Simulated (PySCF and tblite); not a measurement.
Values are calculated unless marked as measured or tabulated.
Stationary points of C$_{3}$H$_{3}$FO$_{2}$ at PBE0-D3(BJ)/def2-SVP, in Å:

Structure A

```
 1 O    -2.299   -0.560   -1.078
 2 C    -1.541   -0.095   -0.264
 3 C    -0.092   -0.193   -0.328
 4 F     0.455   -0.846   -1.363
 5 C     0.735    0.336    0.597
 6 O     2.058    0.257    0.558
 7 H    -1.902    0.469    0.636
 8 H     0.340    0.878    1.460
 9 H     2.314   -0.238   -0.236
```

Structure B

```
 1 O    -2.126    0.874    0.065
 2 C    -1.554   -0.160   -0.189
 3 C    -0.109   -0.339   -0.113
 4 F     0.374   -1.559   -0.429
 5 C     0.761    0.625    0.248
 6 O     2.076    0.471    0.321
 7 H    -2.097   -1.085   -0.509
 8 H     0.390    1.618    0.508
 9 H     2.297   -0.439    0.073
```

Structure C

```
 1 O    -2.193    0.473   -1.041
 2 C    -1.589   -0.144   -0.208
 3 C    -0.091   -0.261   -0.201
 4 F     0.385   -1.273   -0.961
 5 C     0.770    0.517    0.459
 6 O     2.104    0.389    0.425
 7 H    -2.129   -0.693    0.605
 8 H     0.417    1.339    1.085
 9 H     2.325   -0.347   -0.162
```

Geometries: PBE0-D3(BJ)/def2-SVP; energies: BHandHLYP/pcSseg-1 + D3(BJ); zero-point and thermal terms from GFN2-xTB harmonic modes (soft modes blended into free rotors).

**Question.** Which structure is a saddle point, and along which motion?

**Answer.** C: one imaginary mode (222i cm⁻¹ at GFN2-xTB, mostly on H7, O1, C2), along the rotation about the C2–C3 bond (torsion O1–C2–C3–F4 from -180° to 0°, rising).

**Question.** Give their symmetry and energies above the lowest.

**Answer.** A Cs, 0.9 kcal/mol; B Cs, 0.0 kcal/mol; C C1, 14.1 kcal/mol.
